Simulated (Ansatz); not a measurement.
Geometry optimisation, UHF/def2-SVP (Ansatz).

Input file:

```yaml
crystal:
  periodic: [false, false, false]
  atoms:
    - { symbol: C, position_ang: [-0.6433, 0.7582, -0.8261] }
    - { symbol: Si, position_ang: [0.7531, 0.1231, 0.0738] }
    - { symbol: "N", position_ang: [1.49852, 1.36884, 0.94947] }
    - { symbol: H, position_ang: [-1.139, 0.0313, -1.4018] }
    - { symbol: H, position_ang: [-0.381, 1.5637, -1.5719] }
    - { symbol: H, position_ang: [-1.4156, 1.2765, -0.1573] }
    - { symbol: H, position_ang: [0.33725, -0.91392, 1.063] }
    - { symbol: H, position_ang: [2.22322, 0.91151, 1.59235] }
    - { symbol: H, position_ang: [2.06842, 1.99543, 0.32939] }
magnetization:
  spin_polarized: true
  initial_magnetization: 1
basis:
  gaussian: { orbitals: def2-SVP }
hamiltonian:
  xc: hf
relax:
  f_tol: 0.015
  max_steps: 40
```

Launched with:

```bash
$ ansatz run input.yaml --threads 1 --pin off --max-ram 2048MiB --backend cpu --events-out ev --progress --plain --runs-dir out
```

Where does it end, and by what steps?

The forces met the threshold. After 7 steps the energy has fallen by 0.529 eV; N3 moved furthest, 0.18 Å.

```tsv
step	energy less start (eV)	largest force component (eV/Å)	accepted
0	0.0000	4.040	yes
1	-0.4196	1.347	yes
2	-0.5077	0.277	yes
3	-0.5196	0.212	yes
4	-0.5252	0.155	yes
5	-0.5284	0.067	yes
6	-0.5286	0.016	yes
7	-0.5286	0.004	yes
```

```xyz
9
Properties=species:S:1:pos:R:3
C -0.690 0.799 -0.869
Si 0.776 0.037 0.047
N 1.639 1.270 0.907
H -1.264 0.027 -1.385
H -0.358 1.522 -1.618
H -1.353 1.315 -0.170
H 0.317 -0.960 1.053
H 2.257 1.021 1.656
H 1.976 2.083 0.429
```

Whether the end is a true minimum wasn't checked by a vibrational analysis.

Time of the run: 37 s on 1 thread of Intel(R) Xeon(R) Processor @ 2.50GHz (Skylake/Cascade Lake) (shared host), peak memory 0.16 GiB.
